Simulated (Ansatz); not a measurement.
# SiHO (quartet): wave-function methods side by side, cc-pVDZ

How much of the correlation energy of SiHO (quartet) does each wave-function method recover here?

Computed with Ansatz 0.2.0, Gaussian basis. Level: cc-pVDZ, core rule «outside noble gas», up to 6 orbitals frozen.

The runs, in order: UHF; CCSD(T) on ROHF; CCSD(T) on UHF; BCCD(T) on ROHF; CISD; CCSDT(Q) on ROHF; CCSDT(Q) on UHF; CCSDTQ on ROHF; CCSDTQ on UHF; CASSCF and MRCISD+Q, 11 electrons in 9 orbitals; CASSCF and NEVPT2, 11 electrons in 9 orbitals.

8 further runs of the same task are left out: 4 for a known fault of the program, 4 set aside as unsound or not needed.

### Step 1. The geometry

The geometry is a PBE0/def2-TZVP stationary point (not a proven minimum) of the parent state, kept for this charge and spin.

3 atoms, charge 0, spin multiplicity 4.

Atoms are counted from 1 here; the program's logs count them from 0.

Bond lengths: Si1–O2 1.650 Å, O2–H3 0.962 Å. Angles: Si1–O2–H3 118.7°.

### Step 2. UHF

in.yaml

```yaml
crystal:
  periodic: [false, false, false]
  atoms:
    - {symbol: Si, position_ang: [0.000000, 0.030957, 0.632254]}
    - {symbol: O, position_ang: [0.000000, -0.098798, -1.012863]}
    - {symbol: H, position_ang: [0.000000, 0.705682, -1.539731]}
basis:
  gaussian: {orbitals: cc-pVDZ}
magnetization: {spin_polarized: true, initial_magnetization: 3}
hamiltonian: {xc: hf}
output: {orbitals: {seedname: orbitals}}
```

The run is started by

```bash
ansatz run in.yaml --threads 1 --pin off --events-out ev --progress --plain --max-ram 2560MiB --backend cpu
```

Further steps of the session: CCSD(T) on ROHF; CCSD(T) on UHF; BCCD(T) on ROHF; CISD; CCSDT(Q) on ROHF; CCSDT(Q) on UHF; CCSDTQ on ROHF; CCSDTQ on UHF; CASSCF and MRCISD+Q, 11 electrons in 9 orbitals; CASSCF and NEVPT2, 11 electrons in 9 orbitals.

**Question.** What will the summary of the whole plan be? Wanted: UCCSDTQ below the RHF energy; RMP2 from UCCSDTQ; UMP2 from UCCSDTQ; RCCSD from UCCSDTQ; RCCSD(T) from UCCSDTQ; UCCSD(T) from UCCSDTQ; RCCSDT(Q) from UCCSDTQ; UCCSDT(Q) from UCCSDTQ; NEVPT2 valence from UCCSDTQ.

The runs gave:

| quantity | value |
| --- | --- |
| UCCSDTQ below the RHF energy | -6.7084 eV |
| RMP2 from UCCSDTQ | +51.1 kJ/mol |
| UMP2 from UCCSDTQ | +50.4 kJ/mol |
| RCCSD from UCCSDTQ | +17.5 kJ/mol |
| RCCSD(T) from UCCSDTQ | +3.0 kJ/mol |
| UCCSD(T) from UCCSDTQ | +3.0 kJ/mol |
| RCCSDT(Q) from UCCSDTQ | 0.0 kJ/mol |
| UCCSDT(Q) from UCCSDTQ | -0.3 kJ/mol |
| NEVPT2 valence from UCCSDTQ | +90.6 kJ/mol |
| MRCISD+Q valence from UCCSDTQ | +5.5 kJ/mol |
| levels within 1 kcal/mol (43 meV) | RCCSD(T), UCCSD(T), BCCD(T), RCCSDT, UCCSDT, RCCSDT(Q), UCCSDT(Q), RCCSDTQ |
| T1 diagnostic | 0.026 |
| effectively unpaired electrons | 3.01 |

**Reading.** RCCSD(T) misses by +3.0 kJ/mol, 0.5 % of the correlation energy. One determinant dominates. Of the multireference levels listed MRCISD+Q valence comes nearest in total energy (+5.5 kJ/mol), which doesn't show that its space is the better one. These misses are within one basis, not against nature; the frozen cores of restricted and unrestricted runs differ, which can shift their rows.
